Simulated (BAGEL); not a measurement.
**doublet MgNH2F+: levels of theory compared**

Wanted: a comparison of 5 runs (UHF/STO-3G, ROHF/6-31G*, UHF/6-31G*, ROHF/def2-TZVP, UHF/def2-TZVP) of doublet MgNH2F+. 

The calculation is run with BAGEL 1.2.2.

### 1 The molecule

MgNH2F+: 5 atoms, total charge +1, spin state doublet. SMILES of the parent species: `[NH2][Mg][F]`. The shape is that of a PBE0-D4/def2-TZVP optimisation. That shape belongs to the parent species and isn't relaxed for this state.

Bond lengths: N1–Mg2 1.876 Å, Mg2–F3 1.755 Å, N1–H4 1.009 Å, N1–H5 1.009 Å. Angles: N1–Mg2–F3 180.0°, Mg2–N1–H4 126.3°, Mg2–N1–H5 126.3°, H4–N1–H5 107.3°.

### 2 The energy at UHF/STO-3G (density fitting with qzvpp-jkfit) (run 1)

calc.json reads:

```json
{ "bagel": [

{
  "title": "molecule",
  "basis": "sto-3g",
  "df_basis": "qzvpp-jkfit",
  "angstrom": "true",
  "geometry": [
    { "atom": "N", "xyz": [      -0.550500,       0.605900,      -0.218900 ] },
    { "atom": "Mg", "xyz": [       0.668100,      -0.744500,       0.240100 ] },
    { "atom": "F", "xyz": [       1.808300,      -2.007900,       0.669400 ] },
    { "atom": "H", "xyz": [      -0.549300,       1.554100,       0.125000 ] },
    { "atom": "H", "xyz": [      -1.326800,       0.518800,      -0.857000 ] }
  ]
},

{ "title": "uhf", "charge": 1, "nopen": 1 },

{ "title": "print", "file": "orbitals.molden", "orbitals": "true" }

]}
```

The run is started by

```console
$ BAGEL_NUM_THREADS=1 BAGEL calc.json > calc.out
```

The program printed:

```text
* using 1 threads per process

  ===============================================================
  ===============================================================

  *** Geometry ***

  { "atom" : "N", "xyz" : [     -1.040294,      1.144985,     -0.413661 ] },
  { "atom" : "Mg", "xyz" : [      1.262526,     -1.406901,      0.453723 ] },
  { "atom" : "F", "xyz" : [      3.417192,     -3.794381,      1.264983 ] },
  { "atom" : "H", "xyz" : [     -1.038027,      2.936823,      0.236216 ] },
  { "atom" : "H", "xyz" : [     -2.507289,      0.980390,     -1.619495 ] },

  Number of auxiliary basis functions:      302

  Since a DF basis is specified, we compute 2- and 3-index integrals:
    o Being stored without compression. Storage requirement is 0.001 GB

  Number of basis functions:       21
  Number of electrons      :       30

    * METHOD: MOLECULE                             0.06

  *** Open-shell HF ***

  === Nuclear Repulsion ===
    80.1987038886

      * DIIS with orbital gradients will be used.

  === UHF iteration (sto-3g) ===
      0       -349.82956454          0.05187931           0.01
      1       -349.94254312          0.01448427           0.01
      2       -349.95096330          0.00416102           0.01
      3       -349.95181515          0.00110627           0.01
      4       -349.95201981          0.00023938           0.01
      5       -349.95204956          0.00007046           0.01
      6       -349.95205705          0.00000833           0.01
      7       -349.95205811          0.00000233           0.01
      8       -349.95205850          0.00000104           0.01
      9       -349.95205865          0.00000052           0.01
     10       -349.95205871          0.00000021           0.01
     11       -349.95205872          0.00000013           0.01
     12       -349.95205873          0.00000007           0.01
     13       -349.95205874          0.00000003           0.01
     14       -349.95205874          0.00000001           0.01
     15       -349.95205874          0.00000001           0.01
    * SCF iteration converged.

    * S^2 (UHF) is 0.7591

    * Permanent dipole moment:
           (    2.068700,    -2.293328,     0.780039) a.u.

    * METHOD: UHF                                  0.18

    * METHOD: PRINT                                0.00

  ===============================================================
```

Run time: 0.36 s. Hardware: 1 thread of Arm Neoverse V1, shared host.

### 3 A single-point energy at ROHF/6-31G(d) (density fitting with qzvpp-jkfit, spherical functions) (run 2)

input.json reads:

```json
{ "bagel": [

{
  "title": "molecule",
  "basis": "6-31gs.json",
  "df_basis": "qzvpp-jkfit",
  "angstrom": true,
  "geometry": [
    { "atom": "N", "xyz": [   -0.550500,    0.605900,   -0.218900 ] },
    { "atom": "Mg", "xyz": [    0.668100,   -0.744500,    0.240100 ] },
    { "atom": "F", "xyz": [    1.808300,   -2.007900,    0.669400 ] },
    { "atom": "H", "xyz": [   -0.549300,    1.554100,    0.125000 ] },
    { "atom": "H", "xyz": [   -1.326800,    0.518800,   -0.857000 ] }
  ]
},
{
  "title": "rohf",
  "charge": 1,
  "nopen": 1
},
{
  "title": "print",
  "file": "orbitals.molden",
  "orbitals": true
}

]}
```

The basis set 6-31G* is read from a file made from the Basis Set Exchange's data (not shown).

The run is started by

```console
$ BAGEL_NUM_THREADS=1 BAGEL input.json > input.out
```

The program printed:

```text
* using 1 threads per process

  ===============================================================
  ===============================================================

  *** Geometry ***

  { "atom" : "N", "xyz" : [     -1.040294,      1.144985,     -0.413661 ] },
  { "atom" : "Mg", "xyz" : [      1.262526,     -1.406901,      0.453723 ] },
  { "atom" : "F", "xyz" : [      3.417192,     -3.794381,      1.264983 ] },
  { "atom" : "H", "xyz" : [     -1.038027,      2.936823,      0.236216 ] },
  { "atom" : "H", "xyz" : [     -2.507289,      0.980390,     -1.619495 ] },

  Number of auxiliary basis functions:      302

  Since a DF basis is specified, we compute 2- and 3-index integrals:
    o Being stored without compression. Storage requirement is 0.006 GB

  Number of basis functions:       50
  Number of electrons      :       30

    * METHOD: MOLECULE                             0.07

  *** Open-shell HF ***

  === Nuclear Repulsion ===
    80.1987038886

      * DIIS with orbital gradients will be used.

  === ROHF iteration (6-31gs.json) ===
      0       -354.26642227          0.05716998           0.03
      1       -354.36742730          0.04046373           0.03
      2       -354.40711295          0.02622519           0.03
      3       -354.43861000          0.00085554           0.03
      4       -354.43867232          0.00019498           0.03
      5       -354.43867500          0.00006113           0.03
      6       -354.43867567          0.00001485           0.03
      7       -354.43867564          0.00000303           0.03
      8       -354.43867563          0.00000085           0.03
      9       -354.43867563          0.00000026           0.03
     10       -354.43867563          0.00000014           0.03
     11       -354.43867563          0.00000008           0.03
     12       -354.43867563          0.00000005           0.03
     13       -354.43867563          0.00000002           0.03
     14       -354.43867563          0.00000001           0.03
    * SCF iteration converged.

    * S^2 (ROHF) is 0.7500

    * Permanent dipole moment:
           (    2.504323,    -2.776245,     0.944295) a.u.

    * METHOD: ROHF                                 0.49

    * METHOD: PRINT                                0.01

  ===============================================================
```

It took 0.7 s on 1 thread of Arm Neoverse V1, shared host.

### 4 The energy at UHF/6-31G(d) (density fitting with qzvpp-jkfit, spherical functions) (run 3)

input.json reads:

```json
{ "bagel" : [

{
  "title" : "molecule",
  "basis" : "6-31gs.json",
  "df_basis" : "qzvpp-jkfit",
  "angstrom" : "true",
  "geometry" : [
    { "atom" : "N", "xyz" : [   -0.550500,    0.605900,   -0.218900 ] },
    { "atom" : "Mg", "xyz" : [    0.668100,   -0.744500,    0.240100 ] },
    { "atom" : "F", "xyz" : [    1.808300,   -2.007900,    0.669400 ] },
    { "atom" : "H", "xyz" : [   -0.549300,    1.554100,    0.125000 ] },
    { "atom" : "H", "xyz" : [   -1.326800,    0.518800,   -0.857000 ] }
  ]
},
{
  "title" : "uhf",
  "charge" : 1,
  "nopen" : 1
},
{
  "title" : "print",
  "file" : "orbitals.molden",
  "orbitals" : "true"
}

]}
```

The basis set 6-31G* is read from a file made from the Basis Set Exchange's data (not shown).

The run is started by

```console
$ BAGEL_NUM_THREADS=1 BAGEL input.json > input.out
```

The program printed:

```text
* using 1 threads per process

  ===============================================================
  ===============================================================

  *** Geometry ***

  { "atom" : "N", "xyz" : [     -1.040294,      1.144985,     -0.413661 ] },
  { "atom" : "Mg", "xyz" : [      1.262526,     -1.406901,      0.453723 ] },
  { "atom" : "F", "xyz" : [      3.417192,     -3.794381,      1.264983 ] },
  { "atom" : "H", "xyz" : [     -1.038027,      2.936823,      0.236216 ] },
  { "atom" : "H", "xyz" : [     -2.507289,      0.980390,     -1.619495 ] },

  Number of auxiliary basis functions:      302

  Since a DF basis is specified, we compute 2- and 3-index integrals:
    o Being stored without compression. Storage requirement is 0.006 GB

  Number of basis functions:       50
  Number of electrons      :       30

    * METHOD: MOLECULE                             0.08

  *** Open-shell HF ***

  === Nuclear Repulsion ===
    80.1987038886

      * DIIS with orbital gradients will be used.

  === UHF iteration (6-31gs.json) ===
      0       -354.26642227          0.05716998           0.03
      1       -354.37096203          0.04046698           0.03
      2       -354.41116148          0.02622780           0.03
      3       -354.44273613          0.00087891           0.03
      4       -354.44288566          0.00020249           0.03
      5       -354.44291234          0.00008445           0.03
      6       -354.44292374          0.00002851           0.03
      7       -354.44292869          0.00000839           0.03
      8       -354.44292946          0.00000305           0.03
      9       -354.44292959          0.00000107           0.03
     10       -354.44292960          0.00000049           0.03
     11       -354.44292960          0.00000014           0.03
     12       -354.44292960          0.00000006           0.03
     13       -354.44292960          0.00000002           0.03
     14       -354.44292960          0.00000001           0.03
     15       -354.44292960          0.00000001           0.03
    * SCF iteration converged.

    * S^2 (UHF) is 0.7578

    * Permanent dipole moment:
           (    2.502930,    -2.774714,     0.943782) a.u.

    * METHOD: UHF                                  0.51

    * METHOD: PRINT                                0.01

  ===============================================================
```

Wall time 0.73 s (1 thread of Arm Neoverse V1, shared host).

Run 4 isn't shown in full; the table further down has it.

### 5 The energy at UHF/def2-TZVP (density fitting with qzvpp-jkfit) (run 5)

job.json reads:

```json
{ "bagel" : [

{
  "title" : "molecule",
  "basis" : "def2-tzvp.json",
  "df_basis" : "qzvpp-jkfit",
  "angstrom" : true,
  "geometry" : [
    { "atom" : "N", "xyz" : [      -0.550500,       0.605900,      -0.218900 ] },
    { "atom" : "Mg", "xyz" : [       0.668100,      -0.744500,       0.240100 ] },
    { "atom" : "F", "xyz" : [       1.808300,      -2.007900,       0.669400 ] },
    { "atom" : "H", "xyz" : [      -0.549300,       1.554100,       0.125000 ] },
    { "atom" : "H", "xyz" : [      -1.326800,       0.518800,      -0.857000 ] }
  ]
},

{ "title" : "uhf", "charge" : 1, "nopen" : 1 },

{ "title" : "print", "file" : "orbitals.molden", "orbitals" : true }

]}
```

The basis set def2-TZVP is read from a file made from the Basis Set Exchange's data (not shown).

The run is started by

```console
$ BAGEL_NUM_THREADS=1 BAGEL job.json > job.out
```

The program printed:

```text
* using 1 threads per process

  ===============================================================
  ===============================================================

  *** Geometry ***

  { "atom" : "N", "xyz" : [     -1.040294,      1.144985,     -0.413661 ] },
  { "atom" : "Mg", "xyz" : [      1.262526,     -1.406901,      0.453723 ] },
  { "atom" : "F", "xyz" : [      3.417192,     -3.794381,      1.264983 ] },
  { "atom" : "H", "xyz" : [     -1.038027,      2.936823,      0.236216 ] },
  { "atom" : "H", "xyz" : [     -2.507289,      0.980390,     -1.619495 ] },

  Number of auxiliary basis functions:      302

  Since a DF basis is specified, we compute 2- and 3-index integrals:
    o Being stored without compression. Storage requirement is 0.027 GB

  Number of basis functions:      106
  Number of electrons      :       30

    * METHOD: MOLECULE                             0.12

  *** Open-shell HF ***

  === Nuclear Repulsion ===
    80.1987038886

      * DIIS with orbital gradients will be used.

  === UHF iteration (def2-tzvp.json) ===
      0       -354.31453409          0.04375680           0.07
      1       -354.42089384          0.03329649           0.07
      2       -354.47609956          0.02329950           0.08
      3       -354.53031429          0.00084251           0.08
      4       -354.53051707          0.00022142           0.08
      5       -354.53055541          0.00009304           0.07
      6       -354.53056758          0.00002730           0.08
      7       -354.53057284          0.00000854           0.07
      8       -354.53057396          0.00000267           0.07
      9       -354.53057414          0.00000122           0.08
     10       -354.53057418          0.00000047           0.08
     11       -354.53057419          0.00000013           0.07
     12       -354.53057419          0.00000006           0.08
     13       -354.53057419          0.00000002           0.07
     14       -354.53057419          0.00000001           0.08
    * SCF iteration converged.

    * S^2 (UHF) is 0.7585

    * Permanent dipole moment:
           (    2.565333,    -2.843723,     0.967137) a.u.

    * METHOD: UHF                                  1.25

    * METHOD: PRINT                                0.03

  ===============================================================
```

Wall time 1.5 s (1 thread of Arm Neoverse V1, shared host).

### 6 Overview of the runs

| run | level | energy (Eh) | ⟨S²⟩ | wall time |
| --- | --- | --- | --- | --- |
| 1 | UHF/STO-3G (density fitting with qzvpp-jkfit) | -349.952059 | 0.759 | 0.36 s |
| 2 | ROHF/6-31G* (density fitting with qzvpp-jkfit, spherical functions) | -354.438676 | 0.750 | 0.7 s |
| 3 | UHF/6-31G* (density fitting with qzvpp-jkfit, spherical functions) | -354.442930 | 0.758 | 0.73 s |
| 4 | ROHF/def2-TZVP (density fitting with qzvpp-jkfit) | -354.525729 | 0.750 | 1.6 s |
| 5 | UHF/def2-TZVP (density fitting with qzvpp-jkfit) | -354.530574 | 0.758 | 1.5 s |

### 7 Results

| quantity | value |
| --- | --- |
| run 5: total energy | -354.53057 Eh |
| run 5: ⟨S²⟩ | 0.758 |

What this shows: In run 1 the basis is minimal, so the values are rough. All runs together took 4.9 s, the longest 1.6 s.
